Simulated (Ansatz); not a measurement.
Zinc-blende MnSe (metastable phase), treated with r²SCAN in Ansatz (PAW).

Numerical settings: plane-wave cutoff 560 eV, 16×16×16 k mesh, Fermi–Dirac smearing 0.05 eV, spin-polarised start, scalar-relativistic PAW data made under PBE.

Cell (relaxed at this level):

```cif
data_MnSe
_chemical_formula_sum 'Mn1 Se1'
_space_group_name_H-M_alt 'P 1'
_space_group_IT_number 1
_cell_length_a 4.18951
_cell_length_b 4.18951
_cell_length_c 4.18951
_cell_angle_alpha 60.000
_cell_angle_beta 60.000
_cell_angle_gamma 60.000
loop_
_space_group_symop_operation_xyz
  'x, y, z'
loop_
_atom_site_label
_atom_site_type_symbol
_atom_site_fract_x
_atom_site_fract_y
_atom_site_fract_z
_atom_site_occupancy
Mn1 Mn 0.00000 0.00000 0.00000 1
Se1 Se 0.25000 0.25000 0.25000 1
```

Task: Predict the band gap and smallest direct gap on the k points sampled.

Result: 
band gap: 0.83 eV (indirect)
smallest direct gap on the k points sampled: 0.87 eV

Note: the magnetic order was assumed, not searched for or taken from measurement; the volume lies 6 % above that of the published cell.

Spin–orbit coupling is not included.

Static lattice: no zero-point or thermal effects.

It cost roughly 3 core-minutes of CPU time.

Ansatz is a first-principles code.
